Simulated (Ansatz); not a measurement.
**Tin, alpha-Sn (diamond) under PBE: how the Fermi-Dirac smearing moves the result**

How small must the Fermi-Dirac smearing width be for energy and pressure to settle? The geometry was relaxed under PBE beforehand and stays fixed; 6 values are run, from 0.01 to 1.0 eV. Wanted are the values from which on the energy stays within 10 and 1 meV/atom, and the pressure within 0.5 GPa, of the narrowest run. Within the series other settings stay, but some runs also write fields, which adds to their time. Spin polarisation is left out.

Program: Ansatz 0.2.0. Level of theory: DFT PBE, plane waves with PAW, scalar-relativistic. These are calculated values, not measurements.

### 1 Starting point

Symmetry: Fd-3m, No. 227, cubic system. Conventional cell: a = 6.658 Å, b = 6.658 Å, c = 6.658 Å, α = 90.00°, β = 90.00°, γ = 90.00°. Sn (site symmetry -43m) has 4 Sn at 2.88 Å as nearest neighbours.

Coordinates:

```cif
data_structure
_symmetry_space_group_name_H-M 'Fd-3m:1'
_symmetry_Int_Tables_number 227
_cell_length_a 6.6578
_cell_length_b 6.6578
_cell_length_c 6.6578
_cell_angle_alpha 90.000
_cell_angle_beta 90.000
_cell_angle_gamma 90.000
_cell_volume 295.12
loop_
_atom_site_label
_atom_site_type_symbol
_atom_site_symmetry_multiplicity
_atom_site_Wyckoff_symbol
_atom_site_fract_x
_atom_site_fract_y
_atom_site_fract_z
_atom_site_occupancy
Sn1 Sn 8 a 0.50000 0.00000 0.50000 1
```

### 2 Width 0.01 eV

The run at 0.01 eV.

The input, input.yaml:

```yaml
crystal:
  lattice:
    - [0.0, 3.3289000152, 3.3289000152]
    - [3.3289000152, 0.0, 3.3289000152]
    - [3.3289000152, 3.3289000152, 0.0]
  atoms:
    - { symbol: Sn, position: [0.5, 0.5, 0.5] }
    - { symbol: Sn, position: [0.75, 0.75, 0.75] }
hamiltonian:
  xc: pbe
  pseudopotentials:
    kind: paw
    azcp:
      Sn: "pseudopotentials/Sn.paw.azcp"
basis:
  ecutwfc: 420
  fft_grid_basis: typed
kpoints:
  mp_grid: { grid: [8, 8, 8], shift: [0, 0, 0] }
magnetization:
  spin_polarized: false
scf:
  occupations: { method: fermi_dirac, width: 0.01 }
  lower_state_search: "off"
output:
  stress: true
```

Run with:

```console
$ ansatz run input.yaml --threads 1 --pin off --max-ram 3584MiB --backend cpu --events-out ev --progress --plain --runs-dir out
```

### 3 Width 0.03 eV

The run at 0.03 eV.

input.yaml: that of step 2 with these lines changed.

```diff
@@ -22,3 +22,3 @@
 scf:
-  occupations: { method: fermi_dirac, width: 0.01 }
+  occupations: { method: fermi_dirac, width: 0.03 }
   lower_state_search: "off"
@@ -26 +26,5 @@
   stress: true
+  write_density: true
+  write_potential: true
+  elf: true
+  volumetric_format: npy
```

### 4 Width 0.2 eV

The run at 0.2 eV.

input.yaml: that of step 3 with these lines changed.

```diff
@@ -22,3 +22,3 @@
 scf:
-  occupations: { method: fermi_dirac, width: 0.03 }
+  occupations: { method: fermi_dirac, width: 0.2 }
   lower_state_search: "off"
```

### 5 Width 0.3 eV

The run at 0.3 eV.

input.yaml: that of step 4 with these lines changed.

```diff
@@ -22,3 +22,3 @@
 scf:
-  occupations: { method: fermi_dirac, width: 0.2 }
+  occupations: { method: fermi_dirac, width: 0.3 }
   lower_state_search: "off"
@@ -26,5 +26 @@
   stress: true
-  write_density: true
-  write_potential: true
-  elf: true
-  volumetric_format: npy
```

### 6 Width 0.6 eV

The run at 0.6 eV.

input.yaml: that of step 5 with these lines changed.

```diff
@@ -22,3 +22,3 @@
 scf:
-  occupations: { method: fermi_dirac, width: 0.3 }
+  occupations: { method: fermi_dirac, width: 0.6 }
   lower_state_search: "off"
```

### 7 Width 1.0 eV

The run at 1.0 eV.

input.yaml: that of step 6 with these lines changed.

```diff
@@ -22,3 +22,3 @@
 scf:
-  occupations: { method: fermi_dirac, width: 0.6 }
+  occupations: { method: fermi_dirac, width: 1.0 }
   lower_state_search: "off"
```

(Steps that only read results are left out.)

**Question.** What will these runs give?

The runs gave:

| quantity | value |
| --- | --- |
| E(σ → 0) stays within 10 meV/atom of 0.01 eV | up to 0.3 eV |
| E(σ → 0) stays within 1 meV/atom | up to 0.2 eV |
| pressure stays within 0.5 GPa | up to 0.3 eV |
| pressure at 0.01 eV | -0.06 GPa |
| energy of a separate run on a finer mesh (14×14×14) | -4.6 meV/atom from 0.01 eV |

In words: At 1.0 eV the energy differs by +151.2 meV/atom and the pressure by +4.4 GPa. The free energy F moves by -720.9 meV/atom over the range, and the estimate for σ → 0 by +151.2. In theory F falls as the square of the width under this scheme, but here the ratio is not steady: the mesh at narrow widths, or a density of states that varies over the wide ones, can both cause that. The mesh (8×8×8) is fixed, so the narrowest widths carry a k-point error of their own. The yardstick itself is unsettled by 4.6 meV/atom against the finer mesh, so the thresholds above hold only within this series, and wider smearing, which averages over more states, can land nearer the fine-mesh value than the narrowest does. The cell taken over is 8 % larger than the measured one (34.19 Å³/atom, COD).
